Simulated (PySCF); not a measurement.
Species: C₄H₅F.
Atom-mapped SMILES: `[CH3:1][C:2]#[C:3][CH2:4][F:5]` (hydrogens: H6, H7, H8 on C1; H9, H10 on C4)

The closed-shell ground state was solved at several levels (PySCF, density fitting, gas phase, non-relativistic). Isolated species at its PBE0-D3(BJ)/def2-SVP geometry, gas phase.

| level | basis functions | HOMO (eV) | LUMO (eV) | gap (eV) | dipole (D) |
| --- | --- | --- | --- | --- | --- |
| B3LYP/pcJ-1 | 185 | -7.30 | 0.31 | 7.61 | 2.27 |
| PBE0/pcSseg-1 | 110 | -7.53 | 0.54 | 8.07 | 2.28 |
| PBE0/def2-SVPD | 143 | -7.57 | 0.31 | 7.88 | 2.28 |

(1) Estimate the row for HF/pcSseg-2, a basis of 250 functions; the other rows only guide the guess.

(2) Over all these levels, which gives the widest orbital gap and which the narrowest?

(3) How far do the dipole and the HOMO energy spread over the levels?

Results:

(1) HOMO -10.28 eV, LUMO 2.54 eV, gap 12.82 eV, dipole 2.39 D.

(2) HF/pcSseg-2 (Hartree–Fock, all exact exchange) has the widest, 12.82 eV, and B3LYP/pcJ-1 (global hybrid, 20 % exact exchange) the narrowest, 7.61 eV. Functional and basis both differ between the two, so the spread mixes both effects. The HOMO need not be the same orbital at Hartree–Fock and at DFT levels.

(3) The dipole runs from 2.27 to 2.39 D (mean 2.30 D) and the HOMO from -10.28 to -7.30 eV.
